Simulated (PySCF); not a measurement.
Molecule (SMILES): [SiH2] (SiH2) (closed-shell singlet).
Geometry (B3LYP-D3(BJ)/def2-TZVP, fixed):
```xyz
3

Si     0.0052     0.0009     0.1327
H     -0.0342     1.0849    -0.9366
H     -0.0389    -1.0973    -0.9218
```
Charge 0, spin multiplicity 1.

Basis-set convergence of the isotropic shielding of H2 at HF with PySCF. GIAO, no density fitting; atoms are numbered in the order shown. All functions are spherical. Core-valence sets carry the plain set on hydrogen. No added dispersion term, no relativity. Reference: the value in pcSseg-3, 18.51 ppm, itself unsure by roughly 0.09 ppm (its mean distance from cc-pCVQZ, pcseg-3, pcSseg-2).

```
basis              functions  isotropic shielding of H2 (ppm)
-----------------  ---------  -------------------------------
6-31G*                    22                                ?
6-31+G*                   26                                ?
pcseg-1                   28                                ?
cc-pV(D+d)Z               33                                ?
def2-SVPD                 40                            18.20
6-311+G**                 42                            18.16
aug-cc-pV(D+d)Z           50                            18.14
6-311++G(2d,2p)           55                            18.35
def2-TZVPD                61                            18.57
def2-TZVPP                70                            18.48
jun-cc-pV(T+d)Z           76                            18.50
def2-TZVPPD               82                            18.53
6-311++G(3df,3pd)         83                            18.47
cc-pCVTZ                  87                            18.47
aug-pcseg-2               96                            18.50
aug-cc-pV(T+d)Z          101                            18.51
def2-QZVPP               130                            18.57
def2-QZVPPD              142                            18.58
```

Question: Fill in the missing entries.

Answer: 
- 6-31G*, isotropic shielding of H2 (ppm): 18.23
- 6-31+G*, isotropic shielding of H2 (ppm): 18.40
- pcseg-1, isotropic shielding of H2 (ppm): 17.93
- cc-pV(D+d)Z, isotropic shielding of H2 (ppm): 17.99
